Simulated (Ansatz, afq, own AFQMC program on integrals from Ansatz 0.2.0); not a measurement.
Integrals from Ansatz 0.2.0, then the random walk in our own AFQMC program (afq).

```yaml
crystal:
  periodic: [false, false, false]
  atoms:
    - {symbol: Al, position_ang: [0.000000, 0.000000, 0.187600]}
    - {symbol: P, position_ang: [0.000000, 0.000000, -1.956600]}
    - {symbol: H, position_ang: [0.000000, 0.000000, 1.769000]}
basis:
  gaussian: {orbitals: 6-31G}
total_charge: 1
magnetization: {spin_polarized: true, initial_magnetization: 2}
correlation: {method: ccsd_t, electrons: outside_noble_gas, hamiltonian_folder: ham}
```

```sh
$ ansatz run in.yaml --threads 1 --pin off --events-out ev --progress --plain --max-ram 24576MiB --backend cuda --devices 0, --max-vram 18GiB
```

Options of the walk:

```
--method phaseless --trial cisd --walkers 4000 --populations 20 --least-time 60 --time-step 0.005 --steps-per-block 50 --equilibration-blocks 28 --max-blocks 4000 --target-error 0.00017 --factor-cut 1e-05 --start spin_pure --seed 6682 --release-times 0.24,0.51,0.99,1.62,2.4 --release-step 0.03 --release-every 3 --taylor-order 6
```

Times are imaginary, in 1/Eh. The walk had a cap of 122 s. With eight or more populations the least sampling time is a fifth of least-time, and the error comes from their spread.

```
orbitals 18  electrons 5 3  factors 103 of 310
reference energy -582.86302158 Eh
CCSD correlation -0.06827019 Eh in 12 cycles, weight of the determinant in the CISD state 0.9314
energy of the start -582.931266 Eh
 block  time / (1/Eh)  mean weight  energy / Eh
     1     0.250  1.0001  -582.931004
     2     0.500  0.9999  -582.931163
     3     0.750  0.9999  -582.931405
     4     1.000  0.9999  -582.931671
     5     1.250  1.0001  -582.931891
    10     2.500  1.0000  -582.932795
    15     3.750  1.0000  -582.933050
    20     5.000  1.0000  -582.933617
    25     6.250  1.0001  -582.933718
    30     7.500  1.0000  -582.933478
    35     8.750  1.0000  -582.933501
    40    10.000  1.0001  -582.933510
    45    11.250  1.0001  -582.933534
    50    12.500  0.9999  -582.933608
    55    13.750  1.0001  -582.933532
    57    14.250  0.9999  -582.934113
    60    15.000  1.0001  -582.933738
    65    16.250  1.0000  -582.933651
    70    17.500  1.0001  -582.933521
    75    18.750  0.9999  -582.933517
    76    19.000  1.0002  -582.933330
    78    19.500  0.9999  -582.933589
error from the spread of 20 populations
released: time / (1/Eh)  energy / Eh  error  mean overlap
  0.24  -582.933604  0.000045  0.9980
  0.51  -582.933404  0.000233  0.9982
  0.99  -582.933648  0.000024  0.9993
  1.62  -582.933730  0.000030  0.9991
  2.40  -582.933713  0.000029  0.9994
energy -582.933557 +/- 0.000061 Eh
(rows thinned)
```

Task: Estimate how long the walk took on 1 × NVIDIA H100 80GB HBM3 with 2 threads of AMD EPYC 7R13 Processor (Zen 3), with other jobs on the host (the card was shared).

Result: 17 s of wall time.

The run passed its tests (sampling time, drift between the halves within three errors, error under three times the target), which doesn't prove that it has relaxed.

Against this walk (error 1.7 meV) on the same determinant: CCSD(T) 17.2 meV higher, CCSDT(Q) 5.1 meV lower, CCSDTQ 4.9 meV lower, full CI 4.8 meV lower. The error is statistical and leaves out the bias of the constraint. The released energies have errors that jump between times, so the bars are unsure (meV from the phaseless value at times in 1/Eh: -1.3 ± 1.2 at 0.24, 4 ± 6 at 0.51, -2.5 ± 0.7 at 0.99, -4.7 ± 0.8 at 1.62, -4.2 ± 0.8 at 2.40), so they give no level.

Cautions: constraint bias not in the error.

CCSDT and higher add their correlation energy to the determinant of the CCSD(T) run, since their own runs factorise the integrals more tightly (a shift of under 2 meV). A walk keeps the symmetry of its determinant, which the program's search chose and which needn't be the lowest solution, so a lower state of the same spin and another symmetry isn't excluded.
